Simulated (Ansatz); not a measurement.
Basis-set extrapolation for C3H2FN (PBE0-D4/def2-TZVP geometry, frozen core, Ansatz). Multiplicity 1, RHF reference.

```
                      def2-TZVPP   def2-QZVPP
                 HF  -268.551641  -268.563244
    MP2 correlation    -0.897648    -0.963926
CCSD(T) correlation    -0.958327      not run
```

Energies in hartree. Use E(X) = E(∞) + A·exp(−7.88·√X) for Hartree–Fock and E(X) = E(∞) + B·X^(−2.97) for correlation, with X = 3 and 4, and add CCSD(T) minus MP2 of the smaller set to the MP2 limit.

Question: What is the CCSD(T) energy at the basis-set limit?

Answer: HF limit: -268.563244 + (-0.011603) × 0.13774 = -268.56484. MP2 limit: -0.963926 + (-0.066278) × 0.74074 = -1.01302. Higher-order term: -0.958327 − (-0.897648) = -0.06068. Total: -269.63854 hartree, 337.6 kJ/mol below CCSD(T)/def2-TZVPP.
